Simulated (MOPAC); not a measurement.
MOPAC input (PM6):

```
PM6 1SCF UHF MS=0.5 GEO-OK AUX(PRECISION=9) THREADS=1
C3H5

C     1.22920517 1    0.00086102 1   -0.15673398 1
C    -0.04880007 1    0.40448650 1    0.17084702 1
H     1.41323049 1   -0.97923889 1   -0.57911476 1
H     2.08206806 1    0.64641406 1   -0.00300865 1
H    -0.16881649 1    1.39926000 1    0.59101947 1
C    -1.18599328 1   -0.35902906 1    0.00545096 1
H    -2.16174989 1    0.01404037 1    0.28197140 1
H    -1.13120307 1   -1.35838636 1   -0.40825144 1
```

What heat of formation does the run end on, and which ionisation energy by Koopmans theorem?

31.63 kcal/mol; 9.14 eV.

The determinant is spin-contaminated: <S^2> is 0.89 against 0.75 for a pure state.
